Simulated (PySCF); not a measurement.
# C4H3ClS (3-chlorothiophene): the cost of one run

Programs: PySCF 2.14.0, with routines of our own; each step states its level. All values are computed. Atoms count from 0.

## 1. The starting structure

9 atoms, charge 0, multiplicity 1; geometry from: GFN2-xTB.

## 2. Relaxing the molecule at PBE0-D3(BJ)/def2-TZVP

Job settings and geometry (Å):

```
{"job": {"xc": "PBE0", "basis": "def2-TZVP", "d3": "d3bj", "grid": 2, "kind": "geom"}, "charge": 0, "multiplicity": 1}
Cl     2.371505    -0.963433     0.549371
C      0.872506    -0.208499     0.179461
C     -0.346057    -0.923145     0.067836
C     -1.382880    -0.102946    -0.230343
S     -0.893687     1.537802    -0.378191
C      0.736662     1.127152    -0.034831
H     -0.424675    -1.985186     0.205282
H     -2.412766    -0.360462    -0.373259
H      1.492954     1.884710    -0.010505
```

Started as:

```
> OMP_NUM_THREADS=1 python excited_run.py task.json out
```

One launch serves the whole session: the jobs run in the order shown.

Q: Estimate the wall time and peak memory of this first job on 1 thread of Arm Neoverse V2, shared host.

About 56 s, with a peak of 0.88 GiB.
